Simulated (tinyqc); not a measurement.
Worked calculation (part 2 of 2): RHF in the sto-3g basis, for OH-, spin multiplicity 1. The basis has no diffuse functions, so it cannot describe the extra electron: this is an exercise in the method, not the real anion. Computed by tinyqc, a small Python program that keeps every step (integrals from PySCF). Command: `OMP_NUM_THREADS=1 python tinyqc.py 30771 30772 out.jsonl` (the two numbers bound the seeds that draw the settings). One thread of a shared host (Intel(R) Xeon(R) Processor @ 2.60GHz), about 0.06 s of CPU time with the checks.

Geometry (angstrom):
```
atom         x         y         z
O     0.000000  0.000000  0.000000
H     0.000000  0.000000  1.119000
```

## Iteration 18 (converged): orbitals

converged F (hartree):
```
             1O 1s      1O 2s    1O 2px    1O 2py     1O 2pz      2H 1s
1O 1s   -19.427896  -4.979984  0.000000  0.000000  -0.019363  -0.787704
1O 2s    -4.979984  -1.787257  0.000000  0.000000  -0.014304  -0.559003
1O 2px    0.000000   0.000000  0.222422  0.000000   0.000000   0.000000
1O 2py    0.000000   0.000000  0.000000  0.222422   0.000000   0.000000
1O 2pz   -0.019363  -0.014304  0.000000  0.000000   0.499388  -0.282094
2H 1s    -0.787704  -0.559003  0.000000  0.000000  -0.282094  -0.000506
```

X:
```
            1O 1s      1O 2s    1O 2px    1O 2py     1O 2pz      2H 1s
1O 1s    1.022800  -0.129919  0.000000  0.000000  -0.006251   0.020088
1O 2s   -0.129919   1.090215  0.000000  0.000000   0.059294  -0.229407
1O 2px   0.000000   0.000000  1.000000  0.000000   0.000000   0.000000
1O 2py   0.000000   0.000000  0.000000  1.000000   0.000000   0.000000
1O 2pz  -0.006251   0.059294  0.000000  0.000000   1.051477  -0.199906
2H 1s    0.020088  -0.229407  0.000000  0.000000  -0.199906   1.117516
```

Diagonalise F' = X^T F X, C = X C', fill 5 alpha and 5 beta electrons from the bottom; D = 2 C_occ C_occ^T. Each column has its largest component positive (the first on a tie).

F' = X^T F X (hartree):
```
            1          2         3         4          5          6
1  -19.059698  -2.646268  0.000000  0.000000  -0.050563  -0.080589
2   -2.646268  -0.800958  0.000000  0.000000   0.137541  -0.386896
3    0.000000   0.000000  0.222422  0.000000   0.000000   0.000000
4    0.000000   0.000000  0.000000  0.222422   0.000000   0.000000
5   -0.050563   0.137541  0.000000  0.000000   0.677098  -0.484748
6   -0.080589  -0.386896  0.000000  0.000000  -0.484748   0.339459
```

orbital energies (hartree): MO1 -19.436460, MO2 -0.578343, MO3 0.074305, MO4 0.222422, MO5 0.222422, MO6 1.096400

coefficients C:
```
              MO1        MO2        MO3       MO4        MO5        MO6
1O 1s    0.994442  -0.244985   0.095181  0.000000   0.000000  -0.073810
1O 2s    0.023319   0.918164  -0.488139  0.000000   0.000000   0.423962
1O 2px   0.000000   0.000000   0.000000  0.354899   0.934905   0.000000
1O 2py   0.000000   0.000000   0.000000  0.934905  -0.354899   0.000000
1O 2pz   0.002568   0.026225   0.511555  0.000000   0.000000   0.941668
2H 1s   -0.005100   0.222569   0.725377  0.000000   0.000000  -0.875272
```

D after iteration 18:
```
            1O 1s      1O 2s    1O 2px    1O 2py     1O 2pz      2H 1s
1O 1s    2.115985  -0.496416  0.000000  0.000000   0.089639   0.018890
1O 2s   -0.496416   2.163696  0.000000  0.000000  -0.451142  -0.299699
1O 2px   0.000000   0.000000  2.000000  0.000000   0.000000   0.000000
1O 2py   0.000000   0.000000  0.000000  2.000000   0.000000   0.000000
1O 2pz   0.089639  -0.451142  0.000000  0.000000   0.524765   0.753788
2H 1s    0.018890  -0.299699  0.000000  0.000000   0.753788   1.151470
```

Within a degenerate level the vectors are fixed only up to a rotation; this is one choice.

## Convergence

Stop when the energy changes by less than 1e-08 hartree and every element of the error matrix X^T (F D S - S D F) X is below 3e-05.

Course of the cycle:
```
iteration   E (hartree)     change  largest element of the error matrix
1          -31.23637006          -                             2.99e-01
2          -65.40064436  -3.42e+01                             5.03e-01
3          -71.71756919  -6.32e+00                             7.35e-01
4          -72.74820524  -1.03e+00                             7.07e-01
5          -72.93420332  -1.86e-01                             6.84e-01
6          -73.73832186  -8.04e-01                             5.13e-01
7          -73.99319652  -2.55e-01                             3.99e-02
8          -74.04919634  -5.60e-02                             1.85e-02
9          -74.06061525  -1.14e-02                             3.98e-03
10         -74.06290411  -2.29e-03                             7.88e-04
11         -74.06336210  -4.58e-04                             1.58e-04
12         -74.06345371  -9.16e-05                             3.15e-05
13         -74.06347203  -1.83e-05                             6.30e-06
14         -74.06347570  -3.66e-06                             1.26e-06
15         -74.06347643  -7.33e-07                             2.52e-07
16         -74.06347658  -1.47e-07                             5.04e-08
17         -74.06347661  -2.93e-08                             1.01e-08
18         -74.06347661  -5.86e-09                             2.02e-09
```

PySCF RHF in the same basis = -74.06347661 hartree

Converged in 18 iterations.

## Populations, bond orders and dipole

overlap S:
```
           1O 1s     1O 2s    1O 2px    1O 2py    1O 2pz     2H 1s
1O 1s   1.000000  0.236704  0.000000  0.000000  0.000000  0.036709
1O 2s   0.236704  1.000000  0.000000  0.000000  0.000000  0.375160
1O 2px  0.000000  0.000000  1.000000  0.000000  0.000000  0.000000
1O 2py  0.000000  0.000000  0.000000  1.000000  0.000000  0.000000
1O 2pz  0.000000  0.000000  0.000000  0.000000  1.000000  0.333366
2H 1s   0.036709  0.375160  0.000000  0.000000  0.333366  1.000000
```

Mulliken: Z minus the diagonal of D S on the atom; Loewdin: the same with S^(1/2) D S^(1/2); Mayer order: 2 sum_s sum (D(s) S)_ij (D(s) S)_ji over the two atoms.

Charges (e):
```
atom   Mulliken    Loewdin
1O    -0.708984  -0.721327
2H    -0.291016  -0.278673
```

Mayer bond orders:
```
pair     order
2-1   0.915310
```

dipole moment about the origin, x y z (debye): 0.000000  0.000000  -0.950164
